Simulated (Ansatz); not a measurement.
# BF2H: the cost of one run

Program: Ansatz 0.2.0. Level of theory: RKS PBE0-D4/def2-SVP. These are calculated values, not measurements.

### Step 1. The structure to begin with

Bond lengths: F1–B2 1.306 Å, B2–F3 1.306 Å, B2–H4 1.168 Å. Angles: F1–B2–F3 115.8°, F1–B2–H4 122.1°, F3–B2–H4 122.1°.

Coordinates:

```xyz
4

F     1.1347    0.4599   -0.3646
B    -0.0026   -0.0429    0.0341
F    -1.0756    0.5306   -0.4405
H    -0.0564   -0.9476    0.7710
```

### Step 2. Preparing the start

input.yaml reads:

```yaml
crystal:
  periodic: [false, false, false]
  atoms:
    - { symbol: F, position_ang: [1.13469, 0.4599, -0.36463] }
    - { symbol: B, position_ang: [-0.00261, -0.04291, 0.03414] }
    - { symbol: F, position_ang: [-1.07565, 0.53061, -0.44049] }
    - { symbol: H, position_ang: [-0.05642, -0.94759, 0.77098] }
basis:
  gaussian: { orbitals: def2-SVP }
hamiltonian:
  xc: pbe0
  dispersion: d4
relax:
  f_tol: 0.02
  max_steps: 40
scf:
  lower_state_search: "off"
output:
  orbitals: {}
```

Run with:

```sh
> ansatz run input.yaml --threads 1 --pin off --max-ram 2048MiB --backend cpu --events-out ev --progress --plain --runs-dir out
```

What time and memory should one allow on 1 thread of Intel Xeon at 2.50GHz (Skylake/Cascade Lake), shared host?

About 7.2 s, with a peak of 0.11 GiB.
